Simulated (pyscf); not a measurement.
**Addition across a multiple bond or ene-type step: P≡P (SMILES P#P) + SiH₄ (SMILES [SiH4]) → H₃Si–P=PH (SMILES [SiH3]P=P)**

Gas phase, singlet surface, charge 0. Bonds broken: Si3–H4. Bonds formed: P1–Si3, P2–H4. PySCF, gas phase, ωB97X-D3(BJ)/def2-SVP geometries. Correlated levels are frozen-core, on RHF or UHF. ΔMP2 is the change of the MP2 total energy from the triple- to the quadruple-zeta basis.

Transition state (Å):

```xyz
7

P      0.6868     1.3941     0.4842
P      0.0719     1.3339    -1.3516
Si    -0.6028    -0.8289     0.2769
H     -0.7717    -0.2312    -1.3009
H      0.7489    -1.2778    -0.1556
H     -1.0770    -2.0907     0.9690
H     -1.7259     0.0830     0.6274
```

One imaginary mode, 881i cm⁻¹; descent along it reached the two sides named.

```
bond    change  reactant side (Å)  saddle  product side
------  ------  -----------------  ------  ------------
Si3–H4  breaks              1.491   1.696           2.8
P1–Si3   forms                3.9   2.578         2.263
P2–H4    forms                3.3   1.779         1.436
```

Electronic energies relative to the separated reactants (kcal/mol):

| level | barrier | reaction energy | reverse barrier |
|---|---|---|---|
| ωB97X-D3(BJ)/def2-TZVP | 36.1 | -15.8 | 51.9 |
| PBE/def2-TZVP | 30.5 | -11.3 | 41.8 |
| r²SCAN/def2-TZVP | 33.9 | -11.1 | 45.0 |
| B3LYP-D3(BJ)/def2-TZVP | 38.8 | -9.6 | 48.4 |
| PBE0-D3(BJ)/def2-TZVP | 32.1 | -14.6 | 46.7 |
| M06-2X/def2-TZVP | 39.9 | -7.6 | 47.5 |
| ωB97M-D3(BJ)/def2-TZVP | 40.6 | -8.0 | 48.6 |
| HF/def2-TZVP | 64.5 | -1.3 | 65.8 |
| MP2/def2-QZVPP | 42.6 | -4.5 | 47.2 |
| CCSD/def2-TZVPP | 47.8 | -5.0 | 52.8 |
| CCSD(T)/def2-TZVPP | 44.1 | -5.2 | 49.3 |
| CCSD(T)/def2-TZVPP + ΔMP2(QZVPP) | 43.3 | -5.9 | 49.3 |

With CCSD(T)/def2-TZVPP + ΔMP2(QZVPP) energies and thermal terms (ideal gas, 1 atm, RRHO with modes under 100 cm⁻¹ raised to 100, one conformer, R ln 2 for rigid chiral ones), in kcal/mol:

| T (K) | ΔH‡ | ΔG‡ | ΔH | ΔG |
|---|---|---|---|---|
| 298 | 42.8 | 51.8 | -4.9 | +2.9 |
| 600 | 42.9 | 60.9 | -4.1 | +10.6 |
| 900 | 43.3 | 69.7 | -3.2 | +17.8 |
| 1200 | 43.8 | 78.5 | -2.3 | +24.7 |

H₃Si–P=PH lies 14.5 kcal/mol over its isomer cyclic H₄P₂Si (SMILES [SiH2]1PP1), and others may lie lower still (electronic energy, ωB97M-D3(BJ)). This is the saddle that the search found; another between the same sides may lie lower. The CCSD(T) − MP2 part came from Ansatz, without density fitting, on the same reference.
